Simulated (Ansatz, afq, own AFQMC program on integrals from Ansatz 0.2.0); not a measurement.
AFQMC on a folder of integrals that Ansatz 0.2.0 wrote.

```yaml
crystal:
  periodic: [false, false, false]
  atoms:
    - {symbol: P, position_ang: [0.000000, 0.000000, 0.000000]}
basis:
  gaussian: {orbitals: cc-pVQZ}
magnetization: {spin_polarized: true, initial_magnetization: 3}
correlation: {method: ccsd_t, electrons: outside_noble_gas, hamiltonian_folder: ham}
```

```sh
$ ansatz run in.yaml --threads 1 --pin off --events-out ev --progress --plain --max-ram 16896MiB --backend cuda --devices 0, --max-vram 18GiB
```

Options of the walk:

```
--method phaseless --trial cisd --walkers 4000 --populations 20 --least-time 60 --time-step 0.005 --steps-per-block 50 --equilibration-blocks 28 --max-blocks 4000 --target-error 8e-05 --factor-cut 1e-05 --start spin_pure --seed 7930 --release-times 0.24,0.5,1,1.5 --release-step 0.02 --release-every 3 --taylor-order 6
```

Times are imaginary, in 1/Eh. The walk had a cap of 169 s. With eight or more populations the least sampling time is a fifth of least-time, and the error comes from their spread.

Output of the walk:

```
orbitals 54  electrons 4 1  factors 354 of 355
reference energy -340.71872121 Eh
CCSD correlation -0.10466882 Eh in 7 cycles, weight of the determinant in the CISD state 0.9367
energy of the start -340.823391 Eh
 block  time / (1/Eh)  mean weight  energy / Eh
     1     0.250  1.0000  -340.823733
     2     0.500  0.9998  -340.824669
     3     0.750  0.9999  -340.825573
     4     1.000  0.9998  -340.826378
     5     1.250  1.0000  -340.826840
     8     2.000  1.0000  -340.828443
    11     2.750  1.0000  -340.828230
    14     3.500  0.9999  -340.828436
    17     4.250  1.0001  -340.828687
    20     5.000  1.0000  -340.828663
    23     5.750  1.0000  -340.829025
    26     6.500  1.0000  -340.828733
    29     7.250  1.0001  -340.828721
    30     7.500  0.9999  -340.829115
    32     8.000  1.0001  -340.828824
    35     8.750  0.9999  -340.828435
    36     9.000  0.9999  -340.828321
    38     9.500  1.0001  -340.828460
    41    10.250  1.0000  -340.828656
    44    11.000  0.9999  -340.828799
    47    11.750  1.0000  -340.828477
    50    12.500  1.0000  -340.828601
    53    13.250  0.9999  -340.828503
    56    14.000  0.9997  -340.828973
    59    14.750  0.9998  -340.828910
    62    15.500  1.0000  -340.828723
    65    16.250  0.9997  -340.828646
    68    17.000  1.0000  -340.828846
    71    17.750  0.9999  -340.828976
    74    18.500  1.0002  -340.828713
    77    19.250  1.0001  -340.828721
    78    19.500  0.9999  -340.828528
error from the spread of 20 populations
released: time / (1/Eh)  energy / Eh  error  mean overlap
  0.24  -340.828741  0.000060  0.9996
  0.50  -340.828765  0.000040  0.9987
  1.00  -340.828865  0.000037  0.9955
  1.50  -340.828843  0.000030  0.9939
energy -340.828697 +/- 0.000066 Eh
(rows thinned)
```

The run passed its tests (sampling time, drift between the halves within three errors, error under three times the target), which doesn't prove that it has relaxed.

Against this walk (error 1.8 meV) on the same determinant: CCSD(T) 21.1 meV higher, CCSDT(Q) 3.2 meV lower (within the noise), full CI 4.0 meV lower. The error is statistical and leaves out the bias of the constraint. Released to 1.50 1/Eh the energy lies 4.0 ± 2.0 meV (both errors) below the phaseless value, which shows part or all of the bias of the constraint, and full CI lies 0.0 meV above the released value.

Cautions: constraint bias not in the error.

The walk took 71 s on 1 × NVIDIA H100 80GB HBM3 with 2 threads of AMD EPYC 7R13 Processor (Zen 3), with other jobs on the host (the card was shared). The log's last line is the phaseless energy.

CCSDT and higher add their correlation energy to the determinant of the CCSD(T) run, since their own runs factorise the integrals more tightly (a shift of under 2 meV). A walk keeps the symmetry of its determinant, which the program's search chose and which needn't be the lowest solution, so a lower state of the same spin and another symmetry isn't excluded.
